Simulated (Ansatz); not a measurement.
Al–GaH–Al⁺, doublet in cc-pVDZ: errors against UCCSDT(Q)

Geometry: that of the Al–GaH–Al, singlet, kept fixed.

| atom | x (Å) | y (Å) | z (Å) |
| --- | --- | --- | --- |
| Al | 0.0000 | -0.4511 | -2.5847 |
| Ga | 0.0000 | 0.3210 | 0.0000 |
| Al | 0.0000 | -0.4511 | 2.5847 |
| H | 0.0000 | 1.9444 | 0.0000 |

Basis cc-pVDZ; Ansatz 0.2.0. Correlated methods freeze the noble-gas cores and the filled d shells of p-block atoms, which leaves 9 electrons in 44 orbitals. R marks a restricted (for open shells ROHF) determinant, U an unrestricted one. Active spaces: valence = (9e, 13o) chosen from the atoms' valence shells. No spin–orbit coupling is included, and no scalar relativity.

Full CI isn't at hand for all of this; UCCSDT(Q) serves as the reference, and is uncertain by the last step of the cluster series or more. The frozen core follows each run's orbitals, which can shift R against U totals by a few meV for light atoms and by up to 0.1 eV past Ca.

Unrestricted rows (U) aren't spin-pure: their determinants' ⟨S²⟩ exceeds S(S+1) by up to 0.19, so they mix in states of higher spin.

```
UHF ⟨S²⟩                          : 0.944
T1 diagnostic (RCCSD)             : 0.0359
largest doubles amplitude (RCCSD) : 0.077
T1 diagnostic (UCCSD)             : 0.0430
```

```tsv
level	E − E(UHF) (eV)
UMP2	-3.1707
UCCSD	-4.4628
UCCSD(T)	-4.6065
```

**Question.** Estimate how far UCCSDT(Q) in cc-pVDZ lies from UCCSD(T). The table doesn't fix it; the size of (T) and the diagnostics are the guide.

**Answer.** UCCSDT(Q) in cc-pVDZ lies 5.4 kJ/mol below UCCSD(T), which is 39 % of the (T) step (-13.9 kJ/mol). T1 is raised, the determinant isn't spin-pure, and the rest is a large part of (T). The miss exceeds 1 kcal/mol.

The other levels:

```
 level  E − E(UCCSDT(Q)) (kJ/mol)  wall time
UCCSDT                        0.9          –
```

Run but not shown, since their state, orbitals or frozen core can't be matched to the reference's or they repeat it: RHF, RMP2, CISD, RCCSD, RCCSD(T), BCCD(T), RCCSDT, RCCSDT(Q), CASSCF (valence space), NEVPT2 (valence space), MRCISD (valence space), MRCISD+Q (valence space).

Natural occupations of CASSCF (valence space) about the gap: 1.971 1.948 1.913 1.856 0.990 0.063 0.051 0.048 0.048 0.038; effectively unpaired electrons, Σ n²(2−n)², 1.17.
